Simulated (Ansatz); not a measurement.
System: hcp Lu. Method: LDA (Ansatz, a first-principles code, plane waves, PAW).

Run with plane-wave cutoff 520 eV, 24×24×12 k mesh (along the axes of the cell as run), Fermi–Dirac smearing 0.033 eV (set by the program), scalar-relativistic PAW data made under PBE.

Computed at the level's own relaxed cell.

### Question
Predict the elastic constant C44, Young modulus, elastic constant C13, elastic constant C12, elastic constant C11, elastic constant C33 and elastic constant C66.

### Answer

* **elastic constant C44**: 36.5 GPa
* **Young modulus**: 92.4 GPa
* **elastic constant C13**: 28.7 GPa
* **elastic constant C12**: 29.5 GPa
* **elastic constant C11**: 105 GPa
* **elastic constant C33**: 111 GPa
* **elastic constant C66**: 38.0 GPa

Elastic constants are with the ions relaxed.

Spin–orbit coupling is not included.

Static lattice: no zero-point or thermal effects.

Cost on a shared machine: about 60 core-minutes (a rough figure).
